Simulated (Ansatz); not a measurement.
**C2H5O (ethoxy radical): a line through the functionals**

C2H5O has 8 atoms, charge 0, and is taken as a doublet. As SMILES, `CC[O]`. Geometry: relaxed at PBE0-D4/def2-TZVP.

The vertical energy of the quartet above the doublet y, in eV, basis aug-cc-pVDZ; a is the functional's share of exact exchange. Programs: Ansatz 0.2.0.

| functional | program | a | y (eV) |
| --- | --- | --- | --- |
| UPBE | Ansatz | 0 | 6.24 |
| U-revPBE | Ansatz | 0 | 6.26 |
| UB3LYP | Ansatz | 0.2 | ? |
| UPBE0 | Ansatz | 0.25 | 6.62 |
| UBHLYP | Ansatz | 0.5 | 6.92 |

Task: Fit y = c + s·a to the known rows and predict UB3LYP.

Result: 
1. Means of the 4 rows: a = 0.1875, y = 6.510.
2. Σ(Δa)² = 0.17188, Σ(Δa·Δy) = 0.2325, so the slope is 0.2325/0.17188 = 1.3527.
3. Intercept: 6.510 − (1.3527) × 0.1875 = 6.256. The largest residual of the fit is 0.026.
4. UB3LYP: 6.256 + (1.3527) × 0.2 = 6.53 eV.

The run gave 6.60 eV, so the prediction is off by -0.07 eV, more than the scatter of the fit. The rows mix families of semi-local functionals, which the line can't see.
